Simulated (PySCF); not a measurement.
# How the numerical set-up moves the result for SiN

Which parts of the numerical set-up matter for SiN? Each run edits the base script.

Method: each script names its method and basis; program: PySCF 2.14.0.

### Step 1. The starting structure

SiN: 2 atoms, charge 0, spin multiplicity 2.

Bond lengths: Si1–N2 1.434 Å.

### Step 2. The run that the others are compared with

Input file input.py:

```python
from pyscf import gto, scf

mol = gto.M(
    atom='Si 0 0 0; N 0 0 1.434',
    basis='cc-pvdz',
    charge=0,
    spin=1,
    verbose=3,
)
mf = scf.ROHF(mol)
mf.kernel()
mf.analyze()
print('orbital energies (hartree):', mf.mo_energy[..., max(0, mol.nelec[1]-3):mol.nelec[0]+3].round(4))
```

On the command line:

```sh
$ OMP_NUM_THREADS=1 python input.py
```

The log of this run is left out.

Base result: E(SCF) = -343.236082 Eh, μ = 1.64 D.

The bond length is a typed value, not an optimised one.

### Step 3. 3-21g

Edit 1 changes basis set: cc-pvdz → 3-21g.

Input file input.py:

```python
from pyscf import gto, scf

mol = gto.M(
    atom='Si 0 0 0; N 0 0 1.434',
    basis='3-21g',
    charge=0,
    spin=1,
    verbose=3,
)
mf = scf.ROHF(mol)
mf.kernel()
mf.analyze()
print('orbital energies (hartree):', mf.mo_energy[..., max(0, mol.nelec[1]-3):mol.nelec[0]+3].round(4))
```

On the command line:

```sh
$ OMP_NUM_THREADS=1 python input.py
```

### Step 4. 6-311g**

Edit 2 changes basis set: cc-pvdz → 6-311g**.

input.py, as its differences from that of step 2:

```diff
@@ -4,3 +4,3 @@
     atom='Si 0 0 0; N 0 0 1.434',
-    basis='cc-pvdz',
+    basis='6-311g**',
     charge=0,
```

### Step 5. Pcseg-1

Edit 3 changes basis set: cc-pvdz → pcseg-1.

input.py, as its differences from that of step 2:

```diff
@@ -4,3 +4,3 @@
     atom='Si 0 0 0; N 0 0 1.434',
-    basis='cc-pvdz',
+    basis='pcseg-1',
     charge=0,
```

### Step 6. Crenbl (core potential on)

Edit 4 changes basis set: cc-pvdz → crenbl; core potential: off → on. The core potential changes with it, and so the count of electrons: totals don't compare.

Input file input.py:

```python
from pyscf import gto, scf

mol = gto.M(
    atom='Si 0 0 0; N 0 0 1.434',
    basis='crenbl',
    ecp={'Si': 'crenbl', 'N': 'crenbl'},
    charge=0,
    spin=1,
    verbose=3,
)
mf = scf.ROHF(mol)
mf.kernel()
mf.mulliken_pop()
mf.dip_moment()
print('orbital energies (hartree):', mf.mo_energy[..., max(0, mol.nelec[1]-3):mol.nelec[0]+3].round(4))
```

Before running it: what results should come out? Wanted: for each run, E(SCF); from base; dipole.

As calculated:

```csv
run,E(SCF) (hartree),from base (eV),dipole (D),functions
base,-343.236082,0,1.64,32
3-21g,-341.398167,+50.0122,1.33,22
6-311g**,-343.256195,-0.5473,1.76,44
pcseg-1,-343.198772,+1.0153,1.76,32
crenbl (core potential on),-13.249357,not comparable,1.92,32
```

**Reading.** The largest comparable shift of the SCF energy, +50.012 eV, comes with the run “3-21g”. 3-21g (22 functions) gives an energy 50.01 eV higher than cc-pvdz (32). 6-311g** (44 functions) gives an energy 0.55 eV lower than cc-pvdz (32). pcseg-1 (32 functions) gives an energy 1.02 eV higher than cc-pvdz (32).
